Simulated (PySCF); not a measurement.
# Electron affinity of F by level of theory

F⁻ [Ne] (1S) → F [He] 2s2 2p5 (2P), as a difference of total energies. Calculation: PySCF 2.14, in aug-cc-pVDZ-DK (4s3p2d, 23 functions); the spin-free X2C one-electron Hamiltonian (Gaussian nucleus). Correlated levels: valence: 1s2 frozen. The calculations carry no spin-orbit coupling.

```tsv
method	electron affinity (eV)
UHF	1.272
MP2 (valence)	3.536
SCS-MP2 (valence)	3.353
CCSD (valence)	3.118
CCSD(T) (valence)	3.217
CCSDT (valence)	3.220
```

Task: How much does correlation contribute at CCSD(T) (valence)?

Result: 3.217 − (1.272) = 1.945 eV, measured against UHF.

A first-order spin-orbit estimate (lowest level to lowest level, LS coupling) adds -0.016 eV.

Errors of the correlated levels include the incompleteness of this basis and the frozen core.

For comparison: 3.401 eV (measured; photodetachment measurements, as compiled on the Wikipedia data page of electron affinities).
